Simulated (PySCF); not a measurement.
# CH5Al (AlH2Me) at FCI/STO-3G

Aim: the vertical ionisation energy of CH5Al (AlH2Me) at FCI/STO-3G, from 2 runs. 

The calculation is run with PySCF 2.14.0.

9 further runs of the same task are left out: 1 that didn't finish, 8 set aside as unsound or not needed.

### Step 1. Starting point

CH5Al: 7 atoms, total charge 0, spin state singlet. SMILES: `[H][Al]([H])[CH3]`. The shape comes from GFN2-xTB, which is rough for such elements, and wasn't checked as a minimum.

Bond lengths: Al1–C4 1.985 Å, Al1–H2 1.551 Å, Al1–H3 1.551 Å, C4–H5 1.097 Å, C4–H6 1.098 Å, C4–H7 1.098 Å. Angles: Al1–C4–H5 113.2°, Al1–C4–H6 112.2°, Al1–C4–H7 112.2°, H2–Al1–C4 123.8°, H3–Al1–C4 123.7°, H5–C4–H6 106.1°, H5–C4–H7 105.9°, H6–C4–H7 106.7°, H2–Al1–H3 112.5°.

### Step 2. The energy at FCI/STO-3G

Contents of job.py:

```python
from pyscf import gto, scf, mcscf

mol = gto.Mole()
mol.atom = '''
Al     1.005788     1.749849    -0.005367
H      3.929893     1.947797     0.074587
H     -0.296838     4.375869    -0.062021
C     -0.863227    -1.501463    -0.005197
H     -1.093414    -2.312722    -1.899364
H     -2.776461    -1.304459     0.772577
H      0.094278    -2.954851     1.124765
'''
mol.verbose = 4
mol.basis = 'sto-3g'
mol.spin = 0
mol.max_memory = 1860
mol.unit = 'bohr'
mol.build()

mf = scf.RHF(mol)
mf.conv_tol = 1e-10
mf.kernel()
if not mf.converged:
    mf = mf.newton().run(mf.mo_coeff, mf.mo_occ)

cas = mcscf.CASCI(mf, mf.mo_coeff.shape[-1] - 6, (mol.nelec[0] - 6, mol.nelec[1] - 6))  # full CI above the frozen core
cas.fix_spin_(ss=0.0)
cas.kernel()
e_tot = cas.e_tot
print('E = %.10f Eh' % e_tot)
```

Run with:

```
$ OMP_NUM_THREADS=1 python job.py
```

The program printed:

```text
PySCF version 2.14.0

[INPUT] num. atoms = 7
[INPUT] num. electrons = 24
[INPUT] charge = 0
[INPUT] spin (= nelec alpha-beta = 2S) = 0
[INPUT] symmetry False subgroup None
[INPUT] Mole.unit = bohr
[INPUT] Symbol           X                Y                Z      unit          X                Y                Z       unit  Magmom
[INPUT]  1 Al     0.532240088617   0.925980213351  -0.002840094091 AA    1.005788000000   1.749849000000  -0.005367000000 Bohr   0.0
[INPUT]  2 H      2.079609816954   1.030729783898   0.039469740631 AA    3.929893000000   1.947797000000   0.074587000000 Bohr   0.0
[INPUT]  3 H     -0.157079904935   2.315610152771  -0.032820099798 AA   -0.296838000000   4.375869000000  -0.062021000000 Bohr   0.0
[INPUT]  4 C     -0.456800056251  -0.794540002640  -0.002750133965 AA   -0.863227000000  -1.501463000000  -0.005197000000 Bohr   0.0
[INPUT]  5 H     -0.578609770901  -1.223839777593  -1.005100144042 AA   -1.093414000000  -2.312722000000  -1.899364000000 Bohr   0.0
[INPUT]  6 H     -1.469239888208  -0.690289975379   0.408830142081 AA   -2.776461000000  -1.304459000000   0.772577000000 Bohr   0.0
[INPUT]  7 H      0.049889769091  -1.563639810864   0.595200005640 AA    0.094278000000  -2.954851000000   1.124765000000 Bohr   0.0

nuclear repulsion = 50.2673548904208
number of shells = 13
number of NR pGTOs = 57
number of NR cGTOs = 19
basis = sto-3g
ecp = {}

******** <class 'pyscf.scf.hf.RHF'> ********
method = RHF
initial guess = minao
damping factor = 0
level_shift factor = 0
DIIS = <class 'pyscf.scf.diis.CDIIS'>
diis_start_cycle = 1
diis_space = 8
diis_damp = 0
SCF conv_tol = 1e-10
SCF conv_tol_grad = None
SCF max_cycles = 50
direct_scf = True
direct_scf_tol = 1e-13
Set gradient conv threshold to 1e-05
Initial guess from minao.
init E= -278.845004498632
  HOMO = -0.282064166751378  LUMO = 0.210835927317024  gap/eV = 13.41249
cycle= 1 E= -279.302745611068  delta_E= -0.458  |g|= 0.192  |ddm|= 2.65
  HOMO = -0.315507991538024  LUMO = 0.318682030016349  gap/eV = 17.25719
cycle= 2 E= -279.319500280365  delta_E= -0.0168  |g|= 0.046  |ddm|= 0.358
  HOMO = -0.329794926601751  LUMO = 0.326438451623294  gap/eV = 17.85702
cycle= 3 E= -279.320649129613  delta_E= -0.00115  |g|= 0.0136  |ddm|= 0.0955
  HOMO = -0.331546015100389  LUMO = 0.326240089064224  gap/eV = 17.89927
cycle= 4 E= -279.320733825494  delta_E= -8.47e-05  |g|= 0.000754  |ddm|= 0.0285
  HOMO = -0.332021149775272  LUMO = 0.325596801019695  gap/eV = 17.89470
cycle= 5 E= -279.320734109443  delta_E= -2.84e-07  |g|= 0.000154  |ddm|= 0.00138
  HOMO = -0.3320119574834  LUMO = 0.325583314383113  gap/eV = 17.89408
cycle= 6 E= -279.320734124088  delta_E= -1.46e-08  |g|= 2.61e-05  |ddm|= 0.000319
  HOMO = -0.332012990660847  LUMO = 0.325581822748103  gap/eV = 17.89407
cycle= 7 E= -279.3207341246  delta_E= -5.12e-10  |g|= 2.2e-06  |ddm|= 6.99e-05
  HOMO = -0.332013167907139  LUMO = 0.325580873508481  gap/eV = 17.89405
cycle= 8 E= -279.320734124603  delta_E= -3.52e-12  |g|= 2.41e-07  |ddm|= 6.14e-06
  HOMO = -0.332013191257772  LUMO = 0.325580818037655  gap/eV = 17.89404
Extra cycle  E= -279.320734124603  delta_E= -1.14e-13  |g|= 7.65e-08  |ddm|= 4.9e-07
converged SCF energy = -279.320734124603

******** <class 'pyscf.mcscf.casci.CASCI'> ********
CAS (6e+6e, 13o), ncore = 6, nvir = 0
natorb = False
canonicalization = True
sorting_mo_energy = False
******** <class 'pyscf.fci.addons.SpinPenaltyFCISolver'> ********
max. cycles = 200
conv_tol = 1e-08
davidson only = True
linear dependence = 1e-12
level shift = 0.001
max iter space = 12
nroots = 1
pspace_size = 400
spin = None
Density matrix diagonal elements [1.98404736 1.97668761 1.97442488 1.97401666 1.96825651 1.96797732
 0.0056788  0.04153501 0.02273908 0.01808836 0.0238014  0.02161232
 0.0211347 ]
CASCI converged
CASCI E = -279.438851639692  E(CI) = -26.3918525656504  S^2 = 0.0000000
E = -279.4388516397 Eh
```

It took 62 s on 1 thread of Arm Neoverse V2, shared host; peak memory 0.67 GiB.

### Step 3. The doublet cation

Contents of calc.py:

```python
from pyscf import gto, mcscf

mol = gto.Mole()
mol.atom = '''
Al   0.532240   0.925980  -0.002840
H    2.079610   1.030730   0.039470
H   -0.157080   2.315610  -0.032820
C   -0.456800  -0.794540  -0.002750
H   -0.578610  -1.223840  -1.005100
H   -1.469240  -0.690290   0.408830
H    0.049890  -1.563640   0.595200
'''
mol.charge = 1
mol.verbose = 3
mol.max_memory = 1860
mol.basis = 'sto-3g'
mol.spin = 1
mol.build()

myscf = mol.ROHF()
myscf.conv_tol = 1e-10
myscf.kernel()
if not myscf.converged:
    myscf = myscf.newton().run(myscf.mo_coeff, myscf.mo_occ)

cas = mcscf.CASCI(myscf, myscf.mo_coeff.shape[-1] - 6, (mol.nelec[0] - 6, mol.nelec[1] - 6))  # full CI above the frozen core
cas.fix_spin_(ss=0.75)
cas.kernel()
etot = cas.e_tot
print(f'total energy: {etot:.8f} hartree')
```

Run with:

```
$ OMP_NUM_THREADS=1 python calc.py
```

The program printed:

```text
converged SCF energy = -279.026422960127
CASCI E = -279.144976539563  E(CI) = -26.0957823347627  S^2 = 0.7500000
total energy: -279.14497654 hartree
```

Run time: 59 s. Hardware: 1 thread of Arm Neoverse V2, shared host; peak memory 0.6 GiB.

### Step 4. Outcome

Level: FCI/STO-3G, 6 core orbitals frozen.

| quantity | value |
| --- | --- |
| singlet CH5Al: total energy | -279.43885 Eh |
| singlet CH5Al: dipole moment (Hartree–Fock density) | 0.11 D |
| singlet CH5Al: HOMO energy (Hartree–Fock orbitals) | -9.03 eV |
| singlet CH5Al: LUMO energy (Hartree–Fock orbitals) | 8.86 eV |
| singlet CH5Al: HOMO–LUMO gap (Hartree–Fock orbitals) | 17.89 eV |
| singlet CH5Al: correlation energy (6 core orbitals frozen) | -118.1 mEh |
| doublet cation: total energy | -279.14498 Eh |
| doublet cation: correlation energy (6 core orbitals frozen) | -118.6 mEh |
| vertical ionisation energy (to the doublet cation) | 7.997 eV |

**Reading.** Removing an electron at fixed nuclei costs 8.00 eV (772 kJ/mol). In a minimal basis such a difference can be off by several eV, whatever the method. Mulliken charges (singlet CH5Al) of the mean-field density run from -0.41 on C4 to +0.90 on Al1.
